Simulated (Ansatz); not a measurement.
A structure relaxed at PBE0-D4/def2-TZVP, charge 0, multiplicity 1:

| atom | x (Å) | y (Å) | z (Å) |
| --- | --- | --- | --- |
| C1 | 0.8037 | -1.0563 | -0.5404 |
| C2 | 0.3371 | 0.0646 | -0.0265 |
| S3 | 0.7649 | 1.5831 | 0.6943 |
| C4 | -0.8429 | 0.8015 | 0.3540 |
| F5 | -1.5744 | 0.3717 | 1.4053 |
| H6 | 0.1156 | -1.8203 | -0.8817 |
| H7 | 1.8660 | -1.2441 | -0.6258 |
| H8 | -1.4700 | 1.2999 | -0.3793 |

Question: Give its formula and SMILES.

Answer: C3H3FS, `C=C1SC1F`.

Question: Summarise the bond lengths by kind.

Answer: 2 × C–C 1.318 to 1.442 Å; 3 × C–H 1.082 to 1.086 Å; 2 × C–S 1.735 to 1.820 Å; 1 × C–F 1.351 Å.

Computed with Ansatz.
